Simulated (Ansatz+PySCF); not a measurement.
Values are calculated unless marked as measured or tabulated.
## Ansatz (development build ahead of 0.2.0) run

```yaml
crystal:
  periodic: [false, false, false]
  atoms:
    - { symbol: O, position_ang: [0.0, 0.0, -0.14104] }
    - { symbol: H, position_ang: [0.0, 0.0, 1.12831] }
basis:
  gaussian: { orbitals: "6-31G" }
magnetization:
  spin_polarized: true
  initial_magnetization: 1
hamiltonian:
  xc: pbe0
scf:
  omitted_lower_state_checks: [starts, atomic_configurations, cluster_reference, orbital_swaps, given_window_search, neighbouring_geometries, increment]
output:
  forces: true
```

The input is written out in the form of the current development build from the run's settings.

Results

```yaml
Converged: yes
Total_energy: -75.59249 hartree
Spin_squared_of_the_determinant: 0.757
Stability_test: minimum
```

Forces (eV/Å):
```tsv
atom	Fx	Fy	Fz
O1	0.000	0.000	5.071
H2	0.000	0.000	-5.071
```
